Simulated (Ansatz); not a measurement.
doublet MgCl: levels of theory in one basis

```yaml
atoms:
  - { symbol: Mg, position_ang: [0.0000, 0.0000, -1.2047] }
  - { symbol: Cl, position_ang: [0.0000, 0.0000, 1.2047] }
```

Basis set: def2-SVP (spherical functions). Left uncorrelated: 6 orbitals. Correlation on ROHF uses semicanonical orbitals with singles. Charge 0, multiplicity 2.

Computed with Ansatz (development build ahead of 0.2.0); each method stands on the lowest determinant of its kind that the runs found.

| method | E − E(ROHF) (eV) | <S²> of the determinant |
| --- | --- | --- |
| ROHF | 0.00 | 0.75 |
| UHF | -0.01 | 0.75 |
| ROHF-MP2 | -4.09 | – |
| UHF-MP2 | -4.09 | 0.75 |

Question: What does ROHF-CCSD(T) give on the same scale?

Answer: -4.54 eV.
